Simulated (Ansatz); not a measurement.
Species: silane, SiH$_{4}$, net charge 0, singlet state. 
Coordinates optimised at B3LYP-D3(BJ)/def2-TZVP (Ansatz, a first-principles code):
```
Si
H 1 1.4803
H 1 1.4803 2 109.47
H 1 1.4803 2 109.47 3 -120.00
H 1 1.4803 2 109.47 4 -120.00
```
Charge 0, spin multiplicity 1.

Basis-set convergence of Hartree-Fock and MP2 correlation energies (hartree) with Ansatz. Correlated levels leave the core frozen unless marked. Spin-orbit coupling is left out. No relativistic terms.

| basis | functions | E(HF) | E(corr, MP2) |
|---|---|---|---|
| cc-pV(D+d)Z | 43 | -291.25001 | -0.11620 |
| cc-pV(T+d)Z | 95 | -291.26356 | -0.14301 |
| cc-pV(Q+d)Z | 184 | -291.26757 | -0.15283 |

Extrapolating the two largest sets (X = 3 and 4) as X^-3: E(corr) = (64·(-0.15283) - 27·(-0.14301))/37 = -0.1600 Eh, an estimate of the basis-set limit. The largest set recovers 95.5 % of it, the smallest 72.6 %.
